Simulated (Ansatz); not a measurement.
```yaml
crystal:
  periodic: [false, false, false]
  atoms:
    - {symbol: Ga, position_ang: [-0.587423, -0.208817, -0.001790]}
    - {symbol: B, position_ang: [2.420966, 0.674222, 0.006195]}
    - {symbol: N, position_ang: [1.179651, 0.432431, 0.003677]}
    - {symbol: H, position_ang: [-1.725503, 1.203840, 0.006267]}
basis:
  gaussian: {orbitals: def2-TZVP}
magnetization: {spin_polarized: true, initial_magnetization: 2}
hamiltonian: {xc: pbe0}
relax: {f_tol: 0.004, max_steps: 80}
```

```sh
$ ansatz run in.yaml --threads 1 --pin off --events-out ev --progress --plain --max-ram 2176MiB
```

Steps of the relaxation (energy above the last step; positions in Å, forces in eV/Å):

```
4
step 1, 237.3 meV
Ga   -0.587   -0.209   -0.002   -0.181    1.569    0.010
B     2.421    0.674    0.006   -0.573   -0.172   -0.002
N     1.180    0.432    0.004   -0.066   -0.159   -0.001
H    -1.726    1.204    0.006    0.821   -1.239   -0.007
```

```
4
step 2, 34.2 meV
Ga   -0.613   -0.030   -0.001    1.010   -0.461   -0.002
B     2.437    0.604    0.006   -0.532   -0.120   -0.001
N     1.181    0.472    0.004   -0.098    0.072    0.000
H    -1.716    1.055    0.005   -0.380    0.509    0.003
```

```
4
step 3, 5.3 meV
Ga   -0.596   -0.063   -0.001    0.246   -0.006    0.000
B     2.420    0.613    0.006   -0.066   -0.059    0.000
N     1.171    0.471    0.004   -0.182    0.039    0.000
H    -1.707    1.081    0.006    0.002    0.026    0.000
```

```
4
step 7, 0.0 meV
Ga   -0.576   -0.053   -0.001   -0.001   -0.001    0.000
B     2.421    0.562    0.006    0.003    0.001    0.000
N     1.163    0.533    0.004   -0.004   -0.001    0.000
H    -1.721    1.060    0.005    0.001    0.001    0.000
```

Close pairs at the end: B2–N3 1.258 Å, Ga1–H4 1.597 Å, Ga1–N3 1.835 Å.

A stationary point of unrestricted PBE0 after 7 steps, with ⟨S²⟩ = 2.022 against 2.00 for a pure state; no frequencies were run, so it isn't proven a minimum. 17 s on 1 thread of AMD EPYC 9R45, shared host.
